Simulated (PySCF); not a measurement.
Gas-phase reaction: AlCl2OH ⇌ AlOH + Cl2

Method: PySCF energies (xtb for GFN2) plus ideal-gas RRHO corrections (1 bar). S°(298 K) at PBE0/def2-TZVP differs from the NASA 1993 table for AlOH (+24 J/mol/K); whether the harmonic model or the table's entry is off was not settled. † marks an energy on the PBE0/def2-TZVP geometry and frequencies; other levels use their own. MP2 and CCSD(T) freeze the core. All species are closed-shell singlets. B3LYP is the form with VWN-RPA correlation. AlCl2OH: computed as isolated molecules; such fragments, hydroxides, amides, oligomers or adducts are transient or little studied in the gas. MP2 isn't extrapolated to the basis-set limit; its ΔH°(298 K) is 590.5 kJ in def2-SVP and 577.1 kJ in def2-TZVPP. CCSD(T) isn't extrapolated to the basis-set limit; its ΔH°(298 K) is 555.5 kJ in def2-SVP and 548.2 kJ in def2-TZVPP. The harmonic model lacks anharmonicity and excited electronic states, which grow with temperature; levels with a mode under 35 cm⁻¹ are left out. Soft modes under 120 cm⁻¹ make the harmonic entropy rough for AlOH. Warning, point group unlike the PBE0 one: AlCl2OH (GFN2-xTB).

| level | ΔE electronic, kJ | ΔH°(298 K), kJ | ΔS°(298 K), J/K | ΔG°(1200 K), kJ |
|---|---|---|---|---|
| B3LYP/def2-TZVP† | 525 | 519 | 140 | 352 |
| BLYP/def2-TZVP† | 497 | 491 | 140 | 325 |
| CCSD(T)/def2-TZVPP† | 554 | 548 | 140 | 382 |
| GFN2-xTB | 537 | 533 | 117 | 399 |
| HF/def2-TZVP† | 571 | 565 | 140 | 399 |
| M06-2X/def2-TZVP† | 548 | 542 | 140 | 376 |
| MP2/def2-TZVPP† | 583 | 577 | 140 | 411 |
| PBE0/def2-SVP† | 566 | 559 | 140 | 393 |
| PBE0/def2-TZVP | 543 | 537 | 140 | 371 |
| r2SCAN/def2-TZVP† | 573 | 567 | 140 | 401 |
ΔH° is lowest at BLYP/def2-TZVP† and highest at MP2/def2-TZVPP†. No reference value is set beside these.
